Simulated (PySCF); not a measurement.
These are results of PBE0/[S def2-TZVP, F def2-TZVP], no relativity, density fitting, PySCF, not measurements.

Each entry is the lowest minimum that a search over a few typed start shapes (and spin states, where more than one is plausible) found, or that minimum re-optimised at the stated level; isomers with ligand–ligand bonds, or fragments after loss of a ligand pair, can lie lower. Open shells are unrestricted.

SF₂ is a singlet of C2v symmetry with S–F 1.590 Å (×2); F–S–F 98.6°. Its wavenumbers are 354, 835, 862 cm⁻¹.

Problem. What changes when one electron is removed, giving SF₂⁺?

Solution. It costs 9.81 eV between the minima (9.84 eV with zero-point energy). SF₂⁺ is a doublet of C2v symmetry with S–F 1.506 Å (×2); F–S–F 102.0°; wavenumbers 409, 1006, 1030 cm⁻¹.
